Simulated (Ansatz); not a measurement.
## Anatase TiO₂ (metastable phase)

All values below come from RPBE in Ansatz (plane waves, PAW).

Numerical settings: plane-wave cutoff 520 eV, 12×12×12 k mesh, Fermi–Dirac smearing 0.01 eV, no spin polarisation, scalar-relativistic PAW data made under PBE.

Cell: relaxed at this level.

```
Item                                                      Value
-------------------------------------------  ------------------
volume per atom                                   11.94 Å³/atom
bulk modulus                                            164 GPa
equilibrium lattice constant a                          3.824 Å
c axis length                                           9.804 Å
band gap                                     2.14 eV (indirect)
smallest direct gap on the k points sampled             2.42 eV
direct gap at Γ                                         2.52 eV
pressure derivative B′ of the bulk modulus                  2.8
```

Measured, for comparison: band gap 3.42 eV (low temperature, zero-point motion not removed, gap of extended states, from the Urbach tail; as tabulated in Kang and Hybertsen (2010), arXiv:1006.4085); lattice constant a 3.784 Å, lattice parameter c 9.514 Å (room temperature, not corrected to a static lattice; as tabulated in Horn, Schwerdtfeger, Meagher, Refinement of the structure of anatase at several …). Computed (rounded) less measured: band gap -1.28 eV, lattice constant a +1.1 %, lattice parameter c +3.0 %.

Note: the bulk modulus comes from volumes at which shape and atoms were relaxed.

It cost about 10 core-minutes (a rough figure) of CPU time.

Ansatz is a quantum-chemistry and plane-wave program.
